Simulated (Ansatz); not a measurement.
Relaxed structures of AlBNH6 (charge +1), singlet (PBE0-D4/def2-TZVP; forces vanish, vibrations not checked; lower isomers may exist, and structures with a doubtful reference or unclear bonds are left out; Å). Computed with Ansatz 0.2.0 (basis: def2-TZVPP); correlated methods freeze the cores.

**Question.** Rank them by CCSD(T) energy, lowest first, and give each one's height above the lowest. Links in brackets join atoms within 1.22 times the sum of their covalent radii (1.1 for two metals). (To be estimated.)
A.
AlBNH₆ ([BH2][NH2][AlH2]), total charge +1
```
9
angstrom
N -0.2102 -0.0399 -0.5009
B 1.1530 0.4388 -0.8371
Al -0.0300 -0.8889 1.3190
H -0.5796 -0.7549 -1.1293
H -0.9140 0.6954 -0.4196
H 1.8748 -0.3280 -1.3815
H 1.4470 1.5281 -0.4734
H -1.4184 -1.4296 1.7717
H 1.4638 -0.7562 1.7502
```
B.
AlBNH₆ ([NH3][BH2][AlH]), total charge +1
```
9
angstrom
N -0.8628 0.9714 -0.8675
B 0.3964 0.2967 -0.1933
Al 0.4559 -1.5711 0.6921
H -1.2234 0.4496 -1.6638
H -0.5963 1.8919 -1.2191
H -1.6362 1.1197 -0.2222
H 1.2797 0.1279 -1.0011
H 1.0033 -2.8450 1.4411
H 0.7773 0.9438 0.7540
```
C.
AlBNH₆ ([NH3][BH][AlH2]), total charge +1
```
9
angstrom
N -0.8385 0.8425 -0.7996
B 0.4569 0.0954 -0.3437
Al 0.7534 -1.2029 1.3541
H -1.0864 0.5494 -1.7517
H -0.6524 1.8488 -0.8761
H -1.6640 0.7214 -0.2131
H 1.3167 0.3638 -1.1291
H 0.4846 -2.7316 1.0856
H 1.2296 -0.4867 2.6736
```

**Answer.** By the calculation: A (0.000 eV), B (0.417 eV), C (1.389 eV). Heights count from the lowest.

No T1 diagnostic of these runs exceeds 0.011.

For scale, one of the runs: CCSD(T)/def2-TZVPP, 188 basis functions, launched by `ansatz run in.yaml --threads 2 --pin off --events-out ev --progress --plain --max-ram 4352MiB`. Time: 32 s of wall clock on 2 CPU threads of an Arm Neoverse V1; the host was shared. Peak host memory: 1.9 GiB.
